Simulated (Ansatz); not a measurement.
Cost and result for the atomization energy of `[SH][Mg][Cl]` (4 atoms, 3 bonds).

```json
{"atom": "S1", "x (Å)": "-1.2139", "y (Å)": "-0.9063", "z (Å)": "0.7716"}
{"atom": "Mg2", "x (Å)": "0.2318", "y (Å)": "0.6502", "z (Å)": "-0.0468"}
{"atom": "Cl3", "x (Å)": "1.6015", "y (Å)": "2.1585", "z (Å)": "-0.8148"}
{"atom": "H4", "x (Å)": "-0.6194", "y (Å)": "-1.9024", "z (Å)": "0.0901"}
```

The species carries charge 0 and has multiplicity 1. Correlated methods include outer-core shells of Mg, which these sets cover unevenly. The structure was optimised at the PBE0-D4/def2-TZVP level. It is one conformer, not always the lowest. Program: Ansatz. All runs use 2 threads of a server CPU on a shared host. Times are those of one run each, without the atoms' runs, and a repeat can differ threefold. Electronic energies, without spin–orbit coupling; frozen cores. CCSD(T)/CBS adds CCSD(T) − MP2 in def2-TZVPP to the MP2 limit, and its time is that of the two runs behind it. T1 = 0.008. With those shells the extrapolation isn't a true limit.

CCSD(T)/CBS is a level of theory with its own doubt, some kJ/mol a heavy atom from the limit and from the frozen cores, so smaller differences don't rank the functionals.

| level | functions | wall time | atomization (kJ/mol) | difference from CCSD(T)/CBS | per bond |
| --- | --- | --- | --- | --- | --- |
| LDA (SPW92)/def2-TZVPP | 130 | 0.35 s | 1158.5 | 107.1 | 35.7 |
| CCSD(T)/def2-SVP | 59 | 0.4 s | 947.5 | -103.9 | -34.6 |
| revPBE-D4/def2-TZVPP | 130 | 0.55 s | 1014.6 | -36.8 | -12.3 |
| BLYP-D4/def2-TZVPP | 130 | 0.55 s | 1004.9 | -46.5 | -15.5 |
| PBE-D4/def2-TZVPP (with forces) | 130 | 0.7 s | 1039.1 | -12.3 | -4.1 |
| BHLYP-D4/def2-TZVPP | 130 | 0.9 s | 994.0 | -57.4 | -19.1 |
| CAM-B3LYP-D4/def2-TZVPP | 130 | 0.95 s | 1018.4 | -33.0 | -11.0 |
| B2PLYP/def2-TZVPP | 130 | 1.2 s | 1009.9 | -41.5 | -13.8 |
| r2SCANh-D4/def2-TZVPP | 130 | 1.4 s | 1052.9 | 1.5 | 0.5 |
| B97M-V/def2-TZVPP | 130 | 2 s | 1058.4 | 7.0 | 2.3 |
| MP2/def2-QZVPP | 233 | 2.6 s | 1064.0 | 12.6 | 4.2 |
| CCSD(T)/def2-TZVPP | 130 | 4.1 s | 994.5 | -56.9 | -19.0 |
| CCSD(T)/CBS(def2) | – | 6.8 s | 1051.4 | 0.0 | 0.0 |

From PBE to PBE0 (25 % exact exchange), in def2-TZVPP and without D4, the atomization energy moves by −8.4 kJ/mol: exact exchange takes away binding that semilocal exchange gives to molecules. At CCSD(T), def2-SVP lies −103.9 kJ/mol from the extrapolated value and def2-TZVPP −56.9 kJ/mol: correlation converges slowly with the basis, and small sets miss more of it in the bonded molecule than in its fragments. In def2-TZVPP, CCSD(T) changes the Hartree–Fock value by +223.3 kJ/mol (the triples alone add +18.4 kJ/mol) and MP2 by +258.6 kJ/mol; breaking electron pairs costs correlation energy, which Hartree–Fock lacks.
